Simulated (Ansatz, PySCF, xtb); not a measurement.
Homolysis of single bonds, series Ge F-H. Isolated molecules, 0 K electronic values unless said otherwise. Strings in code marks are SMILES.

Quantity: homolytic bond dissociation enthalpy at 298 K (no spin–orbit term), in kcal/mol. Thermal and zero-point terms are GFN2-xTB rigid-rotor harmonic values (xtb).

Level 1: B3LYP/3-21G // B3LYP-D3(BJ)/def2-TZVP (PySCF)
Level 2: M06-2X/6-31G* // B3LYP-D3(BJ)/def2-TZVP (PySCF)
Level 3: PBE/6-31G* // B3LYP-D3(BJ)/def2-TZVP (PySCF)
Level 4: HF/cc-pVTZ // B3LYP-D3(BJ)/def2-TZVP (Ansatz, a first-principles code)

```
species                                                                  level 2  level 3  level 4
-----------------------------------------------------------------------  -------  -------  -------
F–Ge bond of `[F][GeH3]`, giving `[F]` and `[GeH3]`                        122.7    125.8     87.2
F–Ge bond of `[F][Ge]([F])([F])[F]`, giving `[F]` and `[F][Ge]([F])[F]`    127.3    124.5     91.7
F–Ge bond of `[F][GeH]([F])[F]`, giving `[F]` and `[F][GeH][F]`            129.5    128.7     93.1
F–Ge bond of `[F][GeH2][F]`, giving `[F]` and `[F][GeH2]`                  128.5    130.3     92.1
```

### Question
What does level 1 give for each?

### Answer

- F–Ge bond of `[F][GeH3]`, giving `[F]` and `[GeH3]`: 124.7
- F–Ge bond of `[F][Ge]([F])([F])[F]`, giving `[F]` and `[F][Ge]([F])[F]`: 131.3
- F–Ge bond of `[F][GeH]([F])[F]`, giving `[F]` and `[F][GeH][F]`: 134.3
- F–Ge bond of `[F][GeH2][F]`, giving `[F]` and `[F][GeH2]`: 132.8
